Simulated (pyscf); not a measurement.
`[OH][BH][OH]` + `[CH2]=[CH2]` → `[CH3][CH2][B]([OH])[OH]` (addition across a multiple bond or ene-type step; singlet surface; B–H broken, B–C, C–H formed). Optimised with ωB97X-D3(BJ)/def2-SVP in PySCF. Energies in eV from the separated reactants.

```json
[
 {"level": "ωB97X-D3(BJ)/def2-TZVP", "barrier": "?", "reaction energy": "?"},
 {"level": "PBE/def2-TZVP", "barrier": "1.37", "reaction energy": "-1.50"},
 {"level": "r²SCAN/def2-TZVP", "barrier": "1.40", "reaction energy": "-1.59"},
 {"level": "PBE0-D3(BJ)/def2-TZVP", "barrier": "1.34", "reaction energy": "-1.70"},
 {"level": "M06-2X/def2-TZVP", "barrier": "1.49", "reaction energy": "-1.55"},
 {"level": "ωB97M-D3(BJ)/def2-TZVP", "barrier": "?", "reaction energy": "-1.54"}
]
```

**Question.** Complete the blanks.

**Answer.** 
- ωB97X-D3(BJ)/def2-TZVP, barrier: 1.53
- ωB97X-D3(BJ)/def2-TZVP, reaction energy: -1.63
- ωB97M-D3(BJ)/def2-TZVP, barrier: 1.56

The functionals in the table span 0.23 eV in this barrier, from PBE0-D3(BJ) to ωB97M-D3(BJ). At the saddle there is also a short B–C contact that neither side keeps. One saddle was located; it need not be the lowest between these sides.
